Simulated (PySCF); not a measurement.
Calculation: B3LYP-D3(BJ)/def2-TZVP (PySCF). Isolated molecules, 0 K electronic values unless said otherwise. One relaxed conformer stands for a flexible species; it need not be the lowest. B3LYP has the VWN-RPA correlation part, as in Gaussian. Delta-SCF ions had no search for a lower state. Excitations are Tamm–Dancoff values on a coarser integration grid. The basis has no diffuse functions, so Rydberg states are missing or too high.

Reference species (SMILES): `CC=C` (neutral, multiplicity 1).

```json
{
  "HOMO": "-7.15 eV",
  "S1 oscillator strength": "0.000",
  "S1–T1 gap (TDA)": "2.94 eV",
  "vertical ionisation energy (Delta-SCF)": "9.78 eV"
}
```

Changed species: `C=CCNC` (C–C–C–N torsion 123°, C–C–N–C torsion 179°) (X = methylamino; the reference has X = H).

### Question
What does the change do to the HOMO, S1 oscillator strength, S1–T1 gap (TDA) and vertical ionisation energy (Delta-SCF)?

### Answer
the HOMO rises by 0.87 eV, to -6.28 eV; the S1 oscillator strength is nearly the same; the S1–T1 gap (TDA) falls by 2.14 eV, to 0.80 eV; the vertical ionisation energy (Delta-SCF) falls by 1.06 eV, to 8.72 eV.
